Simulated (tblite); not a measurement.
C₅H₉N.
Numbering: `[CH2:1]=[N:2][CH2:3][CH:4]1[CH2:5][CH2:6]1` (hydrogens: H7, H8 on C1; H9, H10 on C3; H11 on C4; H12, H13 on C5; H14, H15 on C6)

Computed with GFN2-xTB (tblite), gas phase: Langevin dynamics at 200 K from the optimised GFN2-xTB geometry, time step 0.5 fs, friction 0.01 fs⁻¹, 2000 steps. The instantaneous temperature is 2·E(kin)/(3Nk) with all 3N coordinates.

```json
{"t (fs)": "0", "T (K)": "160", "E(pot) above start (eV)": "0.000", "C1=N2 (Å)": "1.249", "N2–C3 (Å)": "1.434", "C3–C4 (Å)": "1.514", "C4–C5 (Å)": "1.497", "C5–C6 (Å)": "1.499", "C1–H7 (Å)": "1.080", "C1–N2–C3–C4 (°)": "119"}
{"t (fs)": "25", "T (K)": "111", "E(pot) above start (eV)": "0.246", "C1=N2 (Å)": "1.244", "N2–C3 (Å)": "1.418", "C3–C4 (Å)": "1.488", "C4–C5 (Å)": "1.496", "C5–C6 (Å)": "1.480", "C1–H7 (Å)": "1.051", "C1–N2–C3–C4 (°)": "113"}
{"t (fs)": "50", "T (K)": "158", "E(pot) above start (eV)": "0.199", "C1=N2 (Å)": "1.260", "N2–C3 (Å)": "1.428", "C3–C4 (Å)": "1.517", "C4–C5 (Å)": "1.483", "C5–C6 (Å)": "1.462", "C1–H7 (Å)": "1.102", "C1–N2–C3–C4 (°)": "108"}
{"t (fs)": "75", "T (K)": "150", "E(pot) above start (eV)": "0.247", "C1=N2 (Å)": "1.251", "N2–C3 (Å)": "1.447", "C3–C4 (Å)": "1.513", "C4–C5 (Å)": "1.468", "C5–C6 (Å)": "1.484", "C1–H7 (Å)": "1.074", "C1–N2–C3–C4 (°)": "99"}
{"t (fs)": "100", "T (K)": "142", "E(pot) above start (eV)": "0.297", "C1=N2 (Å)": "1.249", "N2–C3 (Å)": "1.438", "C3–C4 (Å)": "1.559", "C4–C5 (Å)": "1.495", "C5–C6 (Å)": "1.515", "C1–H7 (Å)": "1.069", "C1–N2–C3–C4 (°)": "99"}
{"t (fs)": "125", "T (K)": "164", "E(pot) above start (eV)": "0.248", "C1=N2 (Å)": "1.263", "N2–C3 (Å)": "1.399", "C3–C4 (Å)": "1.550", "C4–C5 (Å)": "1.487", "C5–C6 (Å)": "1.525", "C1–H7 (Å)": "1.078", "C1–N2–C3–C4 (°)": "100"}
{"t (fs)": "150", "T (K)": "155", "E(pot) above start (eV)": "0.393", "C1=N2 (Å)": "1.257", "N2–C3 (Å)": "1.452", "C3–C4 (Å)": "1.524", "C4–C5 (Å)": "1.511", "C5–C6 (Å)": "1.499", "C1–H7 (Å)": "1.074", "C1–N2–C3–C4 (°)": "97"}
{"t (fs)": "175", "T (K)": "218", "E(pot) above start (eV)": "0.312", "C1=N2 (Å)": "1.227", "N2–C3 (Å)": "1.471", "C3–C4 (Å)": "1.477", "C4–C5 (Å)": "1.494", "C5–C6 (Å)": "1.500", "C1–H7 (Å)": "1.096", "C1–N2–C3–C4 (°)": "108"}
{"t (fs)": "200", "T (K)": "163", "E(pot) above start (eV)": "0.463", "C1=N2 (Å)": "1.269", "N2–C3 (Å)": "1.469", "C3–C4 (Å)": "1.522", "C4–C5 (Å)": "1.488", "C5–C6 (Å)": "1.505", "C1–H7 (Å)": "1.105", "C1–N2–C3–C4 (°)": "115"}
{"t (fs)": "225", "T (K)": "232", "E(pot) above start (eV)": "0.295", "C1=N2 (Å)": "1.246", "N2–C3 (Å)": "1.426", "C3–C4 (Å)": "1.518", "C4–C5 (Å)": "1.513", "C5–C6 (Å)": "1.550", "C1–H7 (Å)": "1.078", "C1–N2–C3–C4 (°)": "118"}
{"t (fs)": "250", "T (K)": "170", "E(pot) above start (eV)": "0.470", "C1=N2 (Å)": "1.211", "N2–C3 (Å)": "1.401", "C3–C4 (Å)": "1.550", "C4–C5 (Å)": "1.522", "C5–C6 (Å)": "1.526", "C1–H7 (Å)": "1.066", "C1–N2–C3–C4 (°)": "113"}
{"t (fs)": "275", "T (K)": "198", "E(pot) above start (eV)": "0.418", "C1=N2 (Å)": "1.264", "N2–C3 (Å)": "1.428", "C3–C4 (Å)": "1.529", "C4–C5 (Å)": "1.486", "C5–C6 (Å)": "1.514", "C1–H7 (Å)": "1.053", "C1–N2–C3–C4 (°)": "103"}
{"t (fs)": "300", "T (K)": "242", "E(pot) above start (eV)": "0.316", "C1=N2 (Å)": "1.275", "N2–C3 (Å)": "1.439", "C3–C4 (Å)": "1.508", "C4–C5 (Å)": "1.519", "C5–C6 (Å)": "1.499", "C1–H7 (Å)": "1.120", "C1–N2–C3–C4 (°)": "96"}
{"t (fs)": "325", "T (K)": "148", "E(pot) above start (eV)": "0.446", "C1=N2 (Å)": "1.235", "N2–C3 (Å)": "1.471", "C3–C4 (Å)": "1.531", "C4–C5 (Å)": "1.483", "C5–C6 (Å)": "1.499", "C1–H7 (Å)": "1.100", "C1–N2–C3–C4 (°)": "94"}
{"t (fs)": "350", "T (K)": "254", "E(pot) above start (eV)": "0.288", "C1=N2 (Å)": "1.246", "N2–C3 (Å)": "1.440", "C3–C4 (Å)": "1.530", "C4–C5 (Å)": "1.463", "C5–C6 (Å)": "1.504", "C1–H7 (Å)": "1.051", "C1–N2–C3–C4 (°)": "100"}
{"t (fs)": "375", "T (K)": "177", "E(pot) above start (eV)": "0.343", "C1=N2 (Å)": "1.261", "N2–C3 (Å)": "1.396", "C3–C4 (Å)": "1.525", "C4–C5 (Å)": "1.480", "C5–C6 (Å)": "1.497", "C1–H7 (Å)": "1.088", "C1–N2–C3–C4 (°)": "107"}
{"t (fs)": "400", "T (K)": "204", "E(pot) above start (eV)": "0.394", "C1=N2 (Å)": "1.262", "N2–C3 (Å)": "1.431", "C3–C4 (Å)": "1.478", "C4–C5 (Å)": "1.526", "C5–C6 (Å)": "1.488", "C1–H7 (Å)": "1.101", "C1–N2–C3–C4 (°)": "107"}
{"t (fs)": "425", "T (K)": "190", "E(pot) above start (eV)": "0.347", "C1=N2 (Å)": "1.252", "N2–C3 (Å)": "1.463", "C3–C4 (Å)": "1.512", "C4–C5 (Å)": "1.523", "C5–C6 (Å)": "1.501", "C1–H7 (Å)": "1.054", "C1–N2–C3–C4 (°)": "105"}
{"t (fs)": "450", "T (K)": "167", "E(pot) above start (eV)": "0.356", "C1=N2 (Å)": "1.247", "N2–C3 (Å)": "1.466", "C3–C4 (Å)": "1.488", "C4–C5 (Å)": "1.523", "C5–C6 (Å)": "1.552", "C1–H7 (Å)": "1.088", "C1–N2–C3–C4 (°)": "111"}
{"t (fs)": "475", "T (K)": "185", "E(pot) above start (eV)": "0.243", "C1=N2 (Å)": "1.242", "N2–C3 (Å)": "1.436", "C3–C4 (Å)": "1.505", "C4–C5 (Å)": "1.515", "C5–C6 (Å)": "1.513", "C1–H7 (Å)": "1.108", "C1–N2–C3–C4 (°)": "121"}
{"t (fs)": "500", "T (K)": "183", "E(pot) above start (eV)": "0.323", "C1=N2 (Å)": "1.244", "N2–C3 (Å)": "1.408", "C3–C4 (Å)": "1.523", "C4–C5 (Å)": "1.509", "C5–C6 (Å)": "1.485", "C1–H7 (Å)": "1.084", "C1–N2–C3–C4 (°)": "129"}
{"t (fs)": "525", "T (K)": "174", "E(pot) above start (eV)": "0.303", "C1=N2 (Å)": "1.251", "N2–C3 (Å)": "1.438", "C3–C4 (Å)": "1.514", "C4–C5 (Å)": "1.524", "C5–C6 (Å)": "1.517", "C1–H7 (Å)": "1.076", "C1–N2–C3–C4 (°)": "132"}
{"t (fs)": "550", "T (K)": "212", "E(pot) above start (eV)": "0.295", "C1=N2 (Å)": "1.247", "N2–C3 (Å)": "1.463", "C3–C4 (Å)": "1.517", "C4–C5 (Å)": "1.506", "C5–C6 (Å)": "1.493", "C1–H7 (Å)": "1.080", "C1–N2–C3–C4 (°)": "133"}
{"t (fs)": "575", "T (K)": "222", "E(pot) above start (eV)": "0.319", "C1=N2 (Å)": "1.246", "N2–C3 (Å)": "1.436", "C3–C4 (Å)": "1.511", "C4–C5 (Å)": "1.465", "C5–C6 (Å)": "1.479", "C1–H7 (Å)": "1.092", "C1–N2–C3–C4 (°)": "128"}
{"t (fs)": "600", "T (K)": "240", "E(pot) above start (eV)": "0.415", "C1=N2 (Å)": "1.252", "N2–C3 (Å)": "1.414", "C3–C4 (Å)": "1.486", "C4–C5 (Å)": "1.509", "C5–C6 (Å)": "1.498", "C1–H7 (Å)": "1.083", "C1–N2–C3–C4 (°)": "121"}
{"t (fs)": "625", "T (K)": "244", "E(pot) above start (eV)": "0.453", "C1=N2 (Å)": "1.258", "N2–C3 (Å)": "1.454", "C3–C4 (Å)": "1.502", "C4–C5 (Å)": "1.506", "C5–C6 (Å)": "1.487", "C1–H7 (Å)": "1.082", "C1–N2–C3–C4 (°)": "123"}
{"t (fs)": "650", "T (K)": "254", "E(pot) above start (eV)": "0.458", "C1=N2 (Å)": "1.264", "N2–C3 (Å)": "1.453", "C3–C4 (Å)": "1.544", "C4–C5 (Å)": "1.478", "C5–C6 (Å)": "1.535", "C1–H7 (Å)": "1.085", "C1–N2–C3–C4 (°)": "133"}
{"t (fs)": "675", "T (K)": "272", "E(pot) above start (eV)": "0.493", "C1=N2 (Å)": "1.233", "N2–C3 (Å)": "1.454", "C3–C4 (Å)": "1.542", "C4–C5 (Å)": "1.506", "C5–C6 (Å)": "1.532", "C1–H7 (Å)": "1.092", "C1–N2–C3–C4 (°)": "135"}
{"t (fs)": "700", "T (K)": "314", "E(pot) above start (eV)": "0.467", "C1=N2 (Å)": "1.245", "N2–C3 (Å)": "1.406", "C3–C4 (Å)": "1.497", "C4–C5 (Å)": "1.500", "C5–C6 (Å)": "1.513", "C1–H7 (Å)": "1.105", "C1–N2–C3–C4 (°)": "128"}
{"t (fs)": "725", "T (K)": "368", "E(pot) above start (eV)": "0.484", "C1=N2 (Å)": "1.268", "N2–C3 (Å)": "1.509", "C3–C4 (Å)": "1.492", "C4–C5 (Å)": "1.537", "C5–C6 (Å)": "1.506", "C1–H7 (Å)": "1.093", "C1–N2–C3–C4 (°)": "117"}
{"t (fs)": "750", "T (K)": "294", "E(pot) above start (eV)": "0.452", "C1=N2 (Å)": "1.257", "N2–C3 (Å)": "1.479", "C3–C4 (Å)": "1.472", "C4–C5 (Å)": "1.542", "C5–C6 (Å)": "1.499", "C1–H7 (Å)": "1.073", "C1–N2–C3–C4 (°)": "116"}
{"t (fs)": "775", "T (K)": "223", "E(pot) above start (eV)": "0.461", "C1=N2 (Å)": "1.221", "N2–C3 (Å)": "1.423", "C3–C4 (Å)": "1.524", "C4–C5 (Å)": "1.494", "C5–C6 (Å)": "1.509", "C1–H7 (Å)": "1.087", "C1–N2–C3–C4 (°)": "111"}
{"t (fs)": "800", "T (K)": "192", "E(pot) above start (eV)": "0.387", "C1=N2 (Å)": "1.265", "N2–C3 (Å)": "1.392", "C3–C4 (Å)": "1.528", "C4–C5 (Å)": "1.485", "C5–C6 (Å)": "1.534", "C1–H7 (Å)": "1.080", "C1–N2–C3–C4 (°)": "110"}
{"t (fs)": "825", "T (K)": "206", "E(pot) above start (eV)": "0.286", "C1=N2 (Å)": "1.249", "N2–C3 (Å)": "1.435", "C3–C4 (Å)": "1.520", "C4–C5 (Å)": "1.501", "C5–C6 (Å)": "1.485", "C1–H7 (Å)": "1.097", "C1–N2–C3–C4 (°)": "117"}
{"t (fs)": "850", "T (K)": "189", "E(pot) above start (eV)": "0.287", "C1=N2 (Å)": "1.231", "N2–C3 (Å)": "1.487", "C3–C4 (Å)": "1.483", "C4–C5 (Å)": "1.490", "C5–C6 (Å)": "1.473", "C1–H7 (Å)": "1.085", "C1–N2–C3–C4 (°)": "128"}
{"t (fs)": "875", "T (K)": "188", "E(pot) above start (eV)": "0.250", "C1=N2 (Å)": "1.271", "N2–C3 (Å)": "1.435", "C3–C4 (Å)": "1.512", "C4–C5 (Å)": "1.481", "C5–C6 (Å)": "1.480", "C1–H7 (Å)": "1.068", "C1–N2–C3–C4 (°)": "132"}
{"t (fs)": "900", "T (K)": "234", "E(pot) above start (eV)": "0.331", "C1=N2 (Å)": "1.274", "N2–C3 (Å)": "1.404", "C3–C4 (Å)": "1.547", "C4–C5 (Å)": "1.469", "C5–C6 (Å)": "1.493", "C1–H7 (Å)": "1.082", "C1–N2–C3–C4 (°)": "135"}
{"t (fs)": "925", "T (K)": "146", "E(pot) above start (eV)": "0.422", "C1=N2 (Å)": "1.231", "N2–C3 (Å)": "1.482", "C3–C4 (Å)": "1.561", "C4–C5 (Å)": "1.505", "C5–C6 (Å)": "1.485", "C1–H7 (Å)": "1.106", "C1–N2–C3–C4 (°)": "142"}
{"t (fs)": "950", "T (K)": "241", "E(pot) above start (eV)": "0.270", "C1=N2 (Å)": "1.257", "N2–C3 (Å)": "1.485", "C3–C4 (Å)": "1.502", "C4–C5 (Å)": "1.523", "C5–C6 (Å)": "1.524", "C1–H7 (Å)": "1.090", "C1–N2–C3–C4 (°)": "150"}
{"t (fs)": "975", "T (K)": "226", "E(pot) above start (eV)": "0.263", "C1=N2 (Å)": "1.253", "N2–C3 (Å)": "1.427", "C3–C4 (Å)": "1.528", "C4–C5 (Å)": "1.501", "C5–C6 (Å)": "1.520", "C1–H7 (Å)": "1.061", "C1–N2–C3–C4 (°)": "146"}
{"t (fs)": "1000", "T (K)": "210", "E(pot) above start (eV)": "0.273", "C1=N2 (Å)": "1.240", "N2–C3 (Å)": "1.402", "C3–C4 (Å)": "1.504", "C4–C5 (Å)": "1.496", "C5–C6 (Å)": "1.494", "C1–H7 (Å)": "1.114", "C1–N2–C3–C4 (°)": "135"}
```

**Question.** From 500 fs on, how do temperature and potential energy compare with equipartition?

**Answer.** The mean temperature of these 21 frames is 230 K against the target 200 K, and the mean potential energy 0.37 eV against 39 × kT/2 = 0.34 eV for 39 classical harmonic modes. For 15 atoms in a canonical ensemble the temperature itself scatters by T·√(2/(3N)) = 42 K; here its standard deviation is 50 K. The whole run lasts only 10 friction times of 100 fs, so these averages carry a wide statistical error.

**Question.** What are the kinetic and total energies of the listed frame with the highest potential energy?

**Answer.** The one at 675 fs, 0.493 eV above the start. Its kinetic energy is 3NkT/2 = 0.527 eV at 272 K, so the sum is 1.02 eV; over the listed frames the sum runs from 0.31 to 1.20 eV, since the thermostat adds and removes energy.

**Question.** How much do the listed bonds fluctuate from 500 fs on?

**Answer.** 
| bond | at the start (Å) | mean (Å) | standard deviation (Å) |
| --- | --- | --- | --- |
| C1=N2 | 1.249 | 1.250 | 0.014 |
| N2–C3 | 1.434 | 1.442 | 0.032 |
| C3–C4 | 1.514 | 1.515 | 0.022 |
| C4–C5 | 1.497 | 1.501 | 0.019 |
| C5–C6 | 1.499 | 1.502 | 0.019 |
| C1–H7 | 1.080 | 1.086 | 0.012 |

The motion is classical and holds no zero-point motion.

The cost below is that of the whole dynamics run. Time: 21 s of wall time; peak memory 0.18 GiB. Hardware: an Intel Xeon at 2.50 GHz with one thread, shared host with 64 logical CPUs at a one-minute load of 36.
